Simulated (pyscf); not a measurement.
`[CH3][CH2][CH2][CH2][AlH][NH2]` -> `[CH3][CH2][CH2][Al]([CH3])[NH2]`, a concerted two-bond exchange (singlet surface; Al–H, C–C broken, Al–C, C–H formed). Optimised with ωB97X-D3(BJ)/def2-SVP in PySCF. Energies in eV from the reactant's lowest minimum found.

Small-basis levels: PySCF, no dispersion term, spherical d functions. AM1 to PM7: differences of heats of formation from MOPAC, which are fitted to 298 K values and so differ in kind from electronic energies by zero-point and thermal terms. Cost: rough CPU time at the saddle relative to B3LYP/6-31G*, from one job on a shared machine.

```
level                   barrier  reaction energy        cost
----------------------  -------  ---------------  ----------
HF/STO-3G                  6.73            -0.76        0.04
HF/3-21G                   4.45            -0.65        0.06
SVWN5/6-31G*               3.40            -0.30           1
PBE/6-31G*                 3.41            -0.39           2
B3LYP/3-21G                3.71            -0.57         0.7
B3LYP/LANL2DZ              3.78            -0.60         0.8
M06-2X/6-31G*              3.99            -0.41           3
B3LYP/6-311+G**            3.67            -0.49           2
PBE/def2-SVP               3.43            -0.40           2
B3LYP/def2-SVP             3.80            -0.41           1
AM1                        4.43            -0.13  under 0.02
PM3                        3.14            -1.13  under 0.02
ωB97M-D3(BJ)/def2-TZVP     3.84            -0.45           –
```

Against the last row the barrier runs from -0.70 (PM3) to +2.89 eV (HF/STO-3G). ωB97M-D3(BJ)/def2-TZVP has limits of its own. This is the saddle that the search found; another between the same sides may lie lower.
